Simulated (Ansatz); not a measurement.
The same path of H4NO2P (8 atoms, charge 0, multiplicity 1) was run 3 times with different band settings. The coordinate that changes most is the height of N1 over the plane of its neighbours.

Level of theory: RKS PBE0-D4/def2-SVP (Ansatz 0.2.0).

Relaxed end points:

```xyz
8
Properties=species:S:1:pos:R:3
N -0.439 1.235 -0.008
P 0.234 -0.173 -0.642
O 1.402 -0.480 0.501
O -0.861 -1.279 -0.069
H -1.043 1.753 -0.639
H -0.829 1.179 0.932
H 2.245 -0.118 0.204
H -0.617 -2.174 -0.334
```

```xyz
8
Properties=species:S:1:pos:R:3
N -0.867 1.040 -0.030
P 0.100 -0.150 -0.703
O 1.436 -0.294 0.303
O -0.733 -1.409 -0.021
H -0.824 1.970 -0.427
H -1.100 1.011 0.959
H 2.229 -0.050 -0.189
H -0.149 -2.174 0.052
```

Common settings: movable images 5; spring 5.0 eV/Å²; force threshold 0.05 eV/Å; iteration limit 60; end points relaxed.

| run | climbing image | optimiser | start path |
| --- | --- | --- | --- |
| 1 | yes | quadratic models (default) | IDPP |
| 2 | yes | quadratic models (default) | straight line |
| 3 | from the first iteration | lbfgs | IDPP |

Q: What does each run give, and how far can it be trusted?

A: Run 1: converged after 5 iterations, highest image 0.020 eV above the first end. The top lies less than 8 meV above the higher end, about what the thresholds resolve: that end is a shoulder or a very shallow well. A vibrational analysis at the climbing image gives one clearly imaginary mode, 232i cm⁻¹: a first-order saddle point.
Run 2: converged after 11 iterations, highest image 0.020 eV above the first end. The top lies less than 8 meV above the higher end, about what the thresholds resolve: that end is a shoulder or a very shallow well. Another band between the same ends (5 images) ends at a top of the same energy, where a vibrational analysis finds 1 clearly imaginary mode.
Run 3: converged after 29 iterations, highest image 0.019 eV above the first end. The top lies less than 8 meV above the higher end, about what the thresholds resolve: that end is a shoulder or a very shallow well. Another band between the same ends (5 images) ends at a top of the same energy, where a vibrational analysis finds 1 clearly imaginary mode.
